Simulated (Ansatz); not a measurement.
# C2H3NS: the cost of one run

All numbers below are computed with Ansatz 0.2.0 (RKS revPBE-D4/def2-SVP).

## 1. The starting structure

Bond lengths: N1–C2 1.314 Å, C2–C3 1.306 Å, C3–S4 1.772 Å, N1–H5 1.071 Å, N1–H6 1.064 Å, C2–H7 1.106 Å. Angles: N1–C2–C3 121.5°, N1–C2–H7 115.3°, C3–C2–H7 122.8°, C2–N1–H5 115.7°, C2–N1–H6 116.9°, H5–N1–H6 107.4°, C2–C3–S4 176.0°.

Structure file:

```xyz
7

N    -0.0347    1.0725   -0.1660
C     0.3026   -0.0682    0.3920
C     0.0798   -1.2098   -0.2015
S    -0.1020   -2.7833   -0.9948
H    -0.8255    1.0211   -0.8864
H    -0.2527    1.8830    0.4880
H     0.8938    0.0169    1.3229
```

## 2. End point A

input.yaml

```yaml
crystal:
  periodic: [false, false, false]
  atoms:
    - { symbol: "N", position_ang: [-0.0347, 1.0725, -0.166] }
    - { symbol: C, position_ang: [0.3026, -0.0682, 0.392] }
    - { symbol: C, position_ang: [0.0798, -1.2098, -0.2015] }
    - { symbol: S, position_ang: [-0.102, -2.7833, -0.9948] }
    - { symbol: H, position_ang: [-0.8255, 1.0211, -0.8864] }
    - { symbol: H, position_ang: [-0.2527, 1.883, 0.488] }
    - { symbol: H, position_ang: [0.8938, 0.0169, 1.3229] }
basis:
  gaussian: { orbitals: def2-SVP }
hamiltonian:
  xc: revpbe
  dispersion: d4
relax:
  f_tol: 0.015
  max_steps: 40
```

Run with:

```sh
$ ansatz run input.yaml --threads 1 --pin off --max-ram 2048MiB --backend cpu --events-out ev --progress --plain --runs-dir out
```

What time and memory should one allow on 1 thread of Intel Xeon at 2.70GHz, shared host?

About 26 s, with a peak of 0.16 GiB.
